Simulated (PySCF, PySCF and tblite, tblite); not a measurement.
# C3H7FS: conformers and averaged spectra, part 2 of 2

PySCF and tblite. Atoms count from 0.

## (8) Shieldings, conformer 3: PBE0/pcSseg-1

The job: settings as JSON, then the geometry in Å.

```
{"job": {"xc": "PBE0", "basis": "pcSseg-1", "kind": "nmr", "pop": false}, "charge": 0, "multiplicity": 1}
C      1.945916    -0.308676    -0.197567
C      0.543994    -0.119758    -0.742651
S     -0.576337     0.424575     0.584348
C     -2.116925     0.428105    -0.326689
F     -2.533547    -0.824716    -0.681471
H      1.963104    -1.068111     0.598717
H      2.343511     0.629254     0.219541
H      2.625983    -0.639082    -0.997164
H      0.531390     0.633236    -1.548225
H      0.147312    -1.061716    -1.150504
H     -2.013647     1.029961    -1.245637
H     -2.866920     0.892900     0.333752
```

The program printed:

```text
coarse grid: 10312 points
cycle   1  E = -616.0519552171  dE =  3.404e-01  |g| = 4.863e-01  |ddm| = 2.919e+00
cycle   2  E = -616.0204281318  dE =  3.153e-02  |g| = 6.761e-01  |ddm| = 7.159e-01
cycle   3  E = -616.0963499202  dE = -7.592e-02  |g| = 5.020e-02  |ddm| = 3.932e-01
cycle   4  E = -616.0968245089  dE = -4.746e-04  |g| = 2.182e-02  |ddm| = 6.544e-02
cycle   5  E = -616.0969298019  dE = -1.053e-04  |g| = 3.959e-03  |ddm| = 2.088e-02
cycle   6  E = -616.0969329648  dE = -3.163e-06  |g| = 1.408e-03  |ddm| = 3.927e-03
final grid: 94584 points
cycle   7  E = -616.1361062973  dE = -2.295e-05  |g| = 8.187e-03  |ddm| = 1.994e-02
cycle   8  E = -616.1360979375  dE =  8.360e-06  |g| = 1.028e-02  |ddm| = 1.354e-02
cycle   9  E = -616.1361217033  dE = -2.377e-05  |g| = 6.165e-04  |ddm| = 7.713e-03
cycle  10  E = -616.1361217746  dE = -7.134e-08  |g| = 1.936e-04  |ddm| = 6.043e-04
cycle  11  E = -616.1361217816  dE = -6.955e-09  |g| = 3.744e-05  |ddm| = 1.469e-04
cycle  12  E = -616.1361217819  dE = -3.122e-10  |g| = 1.437e-05  |ddm| = 5.423e-05
converged SCF energy = -616.1361217819

GIAO shielding tensors (ppm)
atom      isotropic    diamagn.    paramagn.     s11        s22        s33       span
  0 C      170.483     245.677     -75.194    160.281    164.775    186.392     26.111
  1 C      153.615     251.585     -97.970    127.786    160.977    172.081     44.295
  2 S      471.324    1057.350    -586.026    302.748    412.238    698.985    396.237
  3 C       94.800     244.130    -149.329     47.135     91.382    145.885     98.750
  4 F      392.185     473.935     -81.750    326.309    398.154    452.091    125.783
  5 H       30.027      28.880       1.148     25.534     28.364     36.183     10.649
  6 H       30.083      28.756       1.326     25.658     28.274     36.315     10.658
  7 H       29.836      27.521       2.315     25.141     26.971     37.396     12.255
  8 H       28.909      31.213      -2.303     23.993     27.979     34.756     10.763
  9 H       28.361      31.327      -2.966     22.255     29.166     33.661     11.406
 10 H       25.883      28.696      -2.813     19.899     27.082     30.668     10.769
 11 H       25.998      27.756      -1.758     20.309     26.229     31.455     11.146
```

It took 12 s on 1 thread of Intel Xeon Platinum 8259CL at 2.50GHz, shared host; peak memory 0.66 GiB.

In short: HOMO -6.88 eV, LUMO 0.75 eV; dipole 1.74 D.

## (9) Averages: properties at PBE0/pcSseg-1

The job: settings as JSON, then the geometry in Å.

```
{"job": {"study": "conf", "smiles": "CCSCF", "search": {"seed": 3202, "n_embed": 90, "ff_keep": 18, "window": 3.0, "nmax": 6, "temps": [150, 200, 250, 298.15, 400], "t_ref": 298.15, "order": 0.0005, "geom": true}, "level": {"nmr": {"xc": "PBE0", "basis": "pcSseg-1"}}, "kind": "conf"}, "charge": 0, "multiplicity": 1}
C     -1.457025     0.164347    -0.303706
C     -0.545139    -0.991467     0.063283
S      0.855395    -0.531637     1.127742
C      1.883206     0.350234    -0.041533
F      1.419400     1.599316    -0.360621
H     -2.290937    -0.187743    -0.932034
H     -0.910112     0.941400    -0.855232
H     -1.877390     0.631475     0.599053
H     -1.085277    -1.757557     0.641396
H     -0.145187    -1.496997    -0.831510
H      1.977365    -0.231932    -0.973804
H      2.873302     0.444963     0.432813
```

The program printed:

```text
conformer  sym    E(xTB)   E(DFT)   G(298.15 K)  weight  dipole/D
    1     C1      0.000    0.000    0.000   0.4962    1.780
    2     C1      0.143    0.365    0.240   0.3312    1.814
    3     C1      1.045    0.892    0.626   0.1726    1.742

mean shielding (ppm) by class
class atoms           150 K      200 K      250 K   298.15 K      400 K
  0 C  0            165.733    166.273    166.644    166.897    167.239
  1 C  1            151.209    151.869     152.28    152.544    152.878
  2 S  2            452.828    454.014    454.923    455.587    456.537
  3 C  3              93.14     93.697      94.04     94.258     94.532
  4 F  4            383.554    384.933    385.837    386.436    387.224
  5 H  5,6,7         29.931     29.942     29.949     29.953     29.959
  6 H  8,9           28.802     28.792     28.784     28.778     28.769
  7 H  10,11         25.871     25.879     25.884     25.888     25.893
```

Wall time 42 s (1 thread of Intel Xeon Platinum 8259CL at 2.50GHz, shared host). This counts the runs that the step sums up.

The search (ETKDG, MMFF94s, GFN2-xTB) embedded 90 structures, kept 5 distinct ones after the force field and 4 after xTB; 3 were carried on (window 3.0 kcal/mol at the search's own energies). Energies: PBE0/pcSseg-1 with D3(BJ).

The conformers at 298 K:

```tsv
no.	group	mirror pair	ΔE xTB	ΔE DFT	ΔG	weight (%)	μ (D)	C0–C1–S2–C3 (°)	C1–S2–C3–F4 (°)	A, B, C (GHz)
1	C1	yes	0.00	0.00	0.00	49.6	1.78	-73	74	5.08, 3.10, 2.16
2	C1	yes	0.14	0.36	0.24	33.1	1.81	-78	-68	6.05, 2.49, 2.10
3	C1	yes	1.04	0.89	0.63	17.3	1.74	-176	68	8.47, 2.11, 1.83
```

Energies in kcal/mol. ΔG holds xTB vibrations and rotation, symmetry numbers and mirror pairs.

Weights (%) by temperature:

```tsv
no.	150 K	200 K	250 K	298 K	400 K
1	67.8	59.3	53.5	49.6	44.4
2	25.9	30.0	32.0	33.1	34.2
3	6.3	10.7	14.4	17.3	21.4
```

How the weights hang on the way they are made:

```tsv
scheme	1	2	3	mean μ (D)
DFT free energy	50	33	17	1.78
DFT energy, symmetry counted	57	31	13	1.79
DFT energy alone	57	31	13	1.79
xTB energy, symmetry counted	51	40	9	1.79
xTB free energy	45	43	12	1.79
lowest conformer only	100	0	0	1.78
equal weights	33	33	33	1.78
conformers found from three starts alone	0	100	0	1.81
```

Shifts against references run at the same level (¹³C TMS 184.4, ¹⁹F CFCl3 177.2, ³³S CS2 496, ¹H TMS 31.27 ppm of shielding), by class of atoms, at 298 K:

```tsv
atoms	environment	no. 1	no. 2	no. 3	average
C3	sp3 CH2 bonded to F and S	93.9	84.9	89.6	90.1
C1	sp3 CH2 bonded to S	36.2	25.9	30.8	31.9
C0	methyl carbon	20.6	14.7	13.9	17.5
H10, H11	hydrogen on an sp3 CH2 bonded to F and S	5.42	5.34	5.33	5.38
H8, H9	hydrogen on an sp3 CH2 bonded to S	2.44	2.49	2.63	2.49
H5, H6, H7	hydrogen on a methyl carbon	1.38	1.22	1.29	1.31
S2	sulfide sulfur	46	40	24	40
F4	fluorine on an sp3 carbon	-200.7	-218.9	-214.9	-209.2
```

Effective distances for nuclear Overhauser effects, ⟨r⁻⁶⟩^(−1/6) over all pairs of two classes (Å): H5···H8 2.64; H8···H10 3.13; H5···H10 3.49.

## (10) Results

This closing draws on all 2 parts.

| quantity | value |
| --- | --- |
| conformers | 3; the first in weight is no. 1 (C1), 50 % at 298 K |
| root-mean-square dipole | 1.78 D |
| averaged ¹³C shifts (PBE0/pcSseg-1) | 90.1, 31.9, 17.5 ppm |
| averaged ¹H shifts (PBE0/pcSseg-1) | 5.38, 2.49, 1.31 ppm |
| averaged ¹⁹F shifts (PBE0/pcSseg-1) | -209.2 ppm |

**Reading.** At 298 K conformer 1 holds 50 % of the ensemble (68 % at 150 K, 44 % at 400 K). Among conformers over 5 %, C1 differs by 10.3 ppm, while the average moves by 1.7 ppm from 150 to 400 K.
